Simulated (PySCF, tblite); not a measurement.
**C₆H₉ radical: geometry, infrared bands and EPR parameters**

Aim: predict the infrared bands and EPR parameters of C₆H₉ radical (`CC#C[C](C)C`).

Computed with tblite 0.8.0 and PySCF 2.14.0, with density-fitted response routines of our own, on a single molecule in the gas phase. Atoms are numbered from 0 throughout.

**1. The starting structure**

15 atoms, charge 0, multiplicity 2; geometry from: force field or distance geometry start.

Bonds of the start (Å): C0–C1 1.48, C1–C2 1.18, C2–C3 1.43, C3–C4 1.51, C3–C5 1.49, C0–H6 1.09, C0–H7 1.10, C0–H8 1.09, C4–H9 1.09, C4–H10 1.10, C4–H11 1.09, C5–H12 1.10, C5–H13 1.09, C5–H14 1.10.

**2. Optimising the geometry with GFN2-xTB**

The job: settings as JSON, then the geometry in Å.

```
{"job": {"kind": "relax", "xc": "GFN2-xTB", "basis": "xTB"}, "charge": 0, "multiplicity": 2}
C      3.128700    -0.125500     0.338800
C      1.662700    -0.061100     0.171000
C      0.484500    -0.022500     0.053600
C     -0.937900     0.044100    -0.112800
C     -1.805500    -1.113700     0.305800
C     -1.610400     1.244700    -0.677600
H      3.607600    -0.352800    -0.615800
H      3.516800     0.840400     0.699100
H      3.407400    -0.896600     1.064400
H     -2.521300    -0.800600     1.072500
H     -2.368500    -1.487800    -0.565400
H     -1.218500    -1.944600     0.703900
H     -2.313800     1.670400     0.058900
H     -2.152900     0.981700    -1.585700
H     -0.883300     2.031900    -0.932800
```

Command:

```console
> OMP_NUM_THREADS=1 python probes_run.py task.json out
```

One launch serves the whole session: the jobs run in the order shown.

**Question.** This job is followed by: GFN2-xTB harmonic vibrations, gas phase; UKS B3LYP, pcH-1 on C H, non-relativistic, mean-field spin-orbit, GIAO. Predict these results of the whole session: strongest single infrared mode (GFN2-xTB); zero-point energy (GFN2-xTB); g(iso) (B3LYP); ⟨S²⟩; largest a(iso) (averaged by class); potential on the surface of density 0.002 e/bohr³, 1st and 99th percentile.

The runs gave:

| quantity | value |
| --- | --- |
| strongest single infrared mode (GFN2-xTB) | 2968 cm⁻¹, 106 km/mol |
| zero-point energy (GFN2-xTB) | 78.1 kcal/mol |
| g(iso) (B3LYP) | 2.00271 |
| ⟨S²⟩ | 0.767 (exact 0.75) |
| largest a(iso) (averaged by class) | 13C on C3, 67.7 MHz |
| potential on the surface of density 0.002 e/bohr³, 1st and 99th percentile | -0.88 V and 0.76 V |

The optimisation took 22 steps and gained 0.183 eV; among the close pairs (by a distance rule), C2–C3 changed most, from 1.434 to 1.364 Å. No mode is imaginary among the 39: a minimum at this level. The strongest single mode, at 2968 cm⁻¹, is spread over several atoms, H10, H9, H12, H13 among them. Unscaled tight-binding wavenumbers are off by several per cent, some by more. Its intensities can rank the bands wrongly. The largest spin populations lie on C3 (0.72 e), C1 (0.50 e). The isotropic g lies 0.4 ppt above the free-electron value. The conformer search found further structures of the same energy, which may be mirror or relabelled copies of this one.
